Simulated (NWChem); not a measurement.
**C4H4N2 (pyrazine): levels of theory compared**

Aim: a comparison of 4 runs (HF/def2-SVP, CAM-B3LYP/def2-SVP, PBE0/def2-SVP, PBE0/def2-TZVP) of C4H4N2 (pyrazine). 

The results are computed with NWChem 7.3.0.

## 1. The structure to begin with

C4H4N2 has 10 atoms, charge 0, and is taken as a singlet. As SMILES, `c1cnccn1`. Geometry: relaxed at PBE0-D4/def2-TZVP.

Bond lengths: C1–C2 1.388 Å, C2–N3 1.327 Å, N3–C4 1.327 Å, C4–C5 1.388 Å, C1–N6 1.327 Å, C5–N6 1.327 Å, C1–H7 1.086 Å, C2–H8 1.086 Å, C4–H9 1.086 Å, C5–H10 1.086 Å. Some angles: C1–C2–N3 122.0°, C2–C1–N6 122.0°, C2–N3–C4 116.1°, N3–C4–C5 122.0°, C4–C5–N6 122.0°, C1–N6–C5 116.1°, C1–C2–H8 120.8°, N3–C2–H8 117.2°, C2–C1–H7 120.8°, N6–C1–H7 117.2°. A long bond or contact: C2–C5 2.645 Å.

## 2. Energy and forces at HF/def2-SVP (run 1)

struct.nw

```
start struct
memory total 2200 mb

geometry units angstroms noautosym nocenter noautoz
C     0.476600   -0.947700   -0.800200
C    -0.498600   -1.217100    0.150600
N    -0.972600   -0.276100    0.956700
C    -0.460000    0.937500    0.800700
C     0.515200    1.206900   -0.150000
N     0.989300    0.265900   -0.956100
H     0.851400   -1.732600   -1.450700
H    -0.905400   -2.218000    0.262200
H    -0.834800    1.722400    1.451200
H     0.922000    2.207800   -0.261700
end

basis spherical bse
* library def2-SVP
end

scf
thresh 1e-08
maxiter 80
noprint "final vectors analysis"
end

task scf gradient
```

The run is started by

```console
$ nwchem struct.nw > struct.out
```

The log of the run:

```text
[...]
  functions       =   104
[...]
  wavefunction    = RHF
[...]
         Total SCF energy =   -262.482189756699
      One-electron energy =   -770.268649119914
      Two-electron energy =    297.857276545000
 Nuclear repulsion energy =    209.929182818214
        Time for solution =     10.2s
[...]
                         RHF ENERGY GRADIENTS
    atom               coordinates                        gradient
                 x          y          z           x          y          z
   1 C       0.900643  -1.790893  -1.512159   -0.006508  -0.007069   0.004652
   2 C      -0.942217  -2.299986   0.284593    0.006307  -0.003488  -0.007839
   3 N      -1.837947  -0.521753   1.807901   -0.011342  -0.003107   0.011089
   4 C      -0.869274   1.771618   1.513104    0.006508   0.007035  -0.004701
   5 C       0.973587   2.280710  -0.283459   -0.006360   0.003483   0.007907
   6 N       1.869506   0.502478  -1.806767    0.011385   0.003142  -0.011096
   7 H       1.608913  -3.274139  -2.741425    0.001281  -0.001412  -0.001818
   8 H      -1.710958  -4.191412   0.495486   -0.001346  -0.002156   0.000741
   9 H      -1.577543   3.254864   2.742370   -0.001279   0.001410   0.001820
  10 H       1.742327   4.172137  -0.494541    0.001352   0.002161  -0.000755
[...]
```

Wall time 13 s (1 thread of AMD EPYC 9R45 (Zen 5), shared host); peak memory 0.1 GiB.

## 3. Energy and forces at CAM-B3LYP/def2-SVP (run 2)

run.py

```python
from ase import Atoms
from ase.calculators.nwchem import NWChem

molecule = Atoms('CCNCCNHHHH', positions=[
    [0.476600, -0.947700, -0.800200],
    [-0.498600, -1.217100, 0.150600],
    [-0.972600, -0.276100, 0.956700],
    [-0.460000, 0.937500, 0.800700],
    [0.515200, 1.206900, -0.150000],
    [0.989300, 0.265900, -0.956100],
    [0.851400, -1.732600, -1.450700],
    [-0.905400, -2.218000, 0.262200],
    [-0.834800, 1.722400, 1.451200],
    [0.922000, 2.207800, -0.261700],
])

calc = NWChem(
    label='c4h4n2',
    theory='dft',
    memory='2200 mb',
    basis='def2-SVP',
    basispar='spherical bse',
    dft={'xc': 'xcamb88 1.00 lyp 0.81 vwn_5 0.19 hfexch 1.00', 'cam': '0.33 cam_alpha 0.19 cam_beta 0.46', 'mult': '1', 'grid': 'fine', 'convergence': 'energy 1e-08', 'direct': None, 'iterations': '100', 'mulliken': None},
)
molecule.calc = calc

forces = molecule.get_forces()
print("Total energy (eV):", round(molecule.get_potential_energy(), 6))
print("forces (eV/A):")
for s, f in zip(molecule.symbols, forces):
    print(f"{s:2s} {f[0]:10.5f} {f[1]:10.5f} {f[2]:10.5f}")
print("dipole (e A):", molecule.get_dipole_moment().round(4))
```

The run is started by

```console
$ export ASE_NWCHEM_COMMAND="nwchem PREFIX.nwi > PREFIX.nwo"
$ python run.py
```

The log of the run:

```text
Total energy (eV): -7183.349978
forces (eV/A):
C     0.10392    0.12804   -0.06942
C    -0.09996    0.06983    0.12917
N    -0.02108   -0.00704    0.01928
C    -0.10423   -0.12660    0.07179
C     0.10259   -0.06968   -0.13257
N     0.01918    0.00561   -0.01877
H     0.08963   -0.25840   -0.17813
H    -0.09976   -0.30982    0.00668
H    -0.08978    0.25845    0.17807
H     0.09950    0.30956   -0.00612
dipole (e A): [-0. -0. -0.]
```

The calculator wrote c4h4n2.nwi:

```
title "c4h4n2"

permanent_dir c4h4n2

scratch_dir c4h4n2

start c4h4n2

geometry units angstrom nocenter noautosym noautoz
  C  4.7660000000000002e-01 -9.4769999999999999e-01 -8.0020000000000002e-01
  C  -4.9859999999999999e-01 -1.2171000000000001e+00 1.5060000000000001e-01
  N  -9.7260000000000002e-01 -2.7610000000000001e-01 9.5669999999999999e-01
  C  -4.6000000000000002e-01 9.3750000000000000e-01 8.0069999999999997e-01
  C  5.1519999999999999e-01 1.2069000000000001e+00 -1.4999999999999999e-01
  N  9.8929999999999996e-01 2.6590000000000003e-01 -9.5609999999999995e-01
  H  8.5140000000000005e-01 -1.7325999999999999e+00 -1.4507000000000001e+00
  H  -9.0539999999999998e-01 -2.2180000000000000e+00 2.6219999999999999e-01
  H  -8.3479999999999999e-01 1.7223999999999999e+00 1.4512000000000000e+00
  H  9.2200000000000004e-01 2.2078000000000002e+00 -2.6169999999999999e-01
end

memory 2200 mb

basis spherical bse noprint
   * library def2-SVP
end

dft
  xc xcamb88 1.00 lyp 0.81 vwn_5 0.19 hfexch 1.00
  cam 0.33 cam_alpha 0.19 cam_beta 0.46
  mult 1
  grid fine
  convergence energy 1e-08
  direct
  iterations 100
  mulliken
end

task dft gradient
```

c4h4n2.nwo:

```text
Northwest Computational Chemistry Package (NWChem) 7.3.0
             --------------------------------------------------------

           Job information
           ---------------

    nwchem branch   = 7.3.0
    use scalapack   = T
    input           = c4h4n2.nwi
    prefix          = c4h4n2.
    data base       = c4h4n2/c4h4n2.db
    status          = startup
    nproc           =        1

           Memory information
           ------------------

[... 5 lines left out ...]
    hardfail = no
[... 107 lines left out ...]
  convergence criterion.
[... 48 lines left out ...]
          Spatial weights used:  Erf1
[... 32 lines left out ...]
 1-e energy   =    -767.360518
[... 42 lines left out ...]
           Coulomb energy =      334.105867393437
[... 807 lines left out ...]
          Convergence on density requested:  1.00D-05
[... 33 lines left out ...]
          total energy or number of iterations.
[... 42 lines left out ...]
                 ----------------------------------------
                 |  Time  |  1-e(secs)   |  2-e(secs)   |
                 ----------------------------------------
                 |  CPU   |       0.01   |      23.63   |
                 ----------------------------------------
                 |  WALL  |       0.01   |      23.63   |
                 ----------------------------------------

 Task  times  cpu:       70.8s     wall:       70.8s
 Total times  cpu:       70.8s     wall:       70.8s
```

Wall time 72 s (1 thread of AMD EPYC 9R45 (Zen 5), shared host); peak memory 0.12 GiB.

Run 3 isn't shown in full; the table further down has it.

## 4. Energy and forces at PBE0/def2-TZVP (run 4)

c4h4n2.nw

```
start c4h4n2
title "C4H4N2"
memory stack 880 mb heap 220 mb global 1100 mb

geometry noautosym nocenter noautoz
  C      0.476600    -0.947700    -0.800200
  C     -0.498600    -1.217100     0.150600
  N     -0.972600    -0.276100     0.956700
  C     -0.460000     0.937500     0.800700
  C      0.515200     1.206900    -0.150000
  N      0.989300     0.265900    -0.956100
  H      0.851400    -1.732600    -1.450700
  H     -0.905400    -2.218000     0.262200
  H     -0.834800     1.722400     1.451200
  H      0.922000     2.207800    -0.261700
end

basis spherical bse
  C library def2-TZVP
  N library def2-TZVP
  H library def2-TZVP
end

dft
  xc pbe0
  grid fine
  convergence energy 1e-08
  maxiter 100
  mulliken
  print medium
end

task dft gradient
```

The run is started by

```console
$ nwchem c4h4n2.nw > c4h4n2.out
```

The log of the run:

```text
[...]
          Wavefunction type:  closed shell.
          No. of atoms     :    10
          No. of electrons :    42
[...]
          Charge           :     0
          Spin multiplicity:     1
[...]
          AO basis - number of functions:   210
[...]
              XC Information
              --------------
                         PBE0 Method XC Functional
                     Hartree-Fock (Exact) Exchange  0.250
          PerdewBurkeErnzerhof Exchange Functional  0.750
            Perdew 1991 LDA Correlation Functional  1.000 local
           PerdewBurkeErnz. Correlation Functional  1.000 non-local
[...]
 d= 0,ls=0.0,diis     1   -264.0374651450 -4.74D+02  3.28D-03  6.91D-01    11.4
[...]
 d= 0,ls=0.0,diis     8   -264.1027078068 -7.09D-10  7.85D-07  6.66D-08    80.2
         Total DFT energy =     -264.102707806763
      One electron energy =     -771.677831042985
           Coulomb energy =      334.369436388292
    Exchange-Corr. energy =      -36.723495970285
 Nuclear repulsion energy =      209.929182818214
[...]
  wavefunction    = closed shell
[...]
```

It took 1.9 min on 1 thread of AMD EPYC 9R45 (Zen 5), shared host; peak memory 0.15 GiB.

## 5. All runs side by side

```csv
run,level,iteration cap,module,energy (Eh),dipole moment (D),largest force (eV/Å),wall time
1,HF/def2-SVP,80,scf,-262.482190,0.00,0.833,13 s
2,CAM-B3LYP/def2-SVP,100,dft,-263.983245,0.00,0.326,72 s
3,PBE0/def2-SVP,100,dft,-263.815482,0.00,0.360,16 s
4,PBE0/def2-TZVP,100,dft,-264.102708,0.00,0.011,1.9 min
```

## 6. Outcome

| quantity | value |
| --- | --- |
| run 4: total energy | -264.10271 Eh |
| run 4: dipole moment | 0.00 D |
| run 4: HOMO energy | -7.30 eV |
| run 4: LUMO energy | -1.53 eV |
| run 4: HOMO–LUMO gap | 5.77 eV |
| run 4: largest force on an atom | 0.011 eV/Å |

**Reading.** Over runs 2, 3, 4 the HOMO–LUMO gap runs from 5.77 eV (PBE0/def2-TZVP) to 8.42 eV (CAM-B3LYP/def2-SVP). The two ends differ in method and basis. Totals of different functionals can't be ranked against each other. All runs together took 3.6 min, the longest 1.9 min.
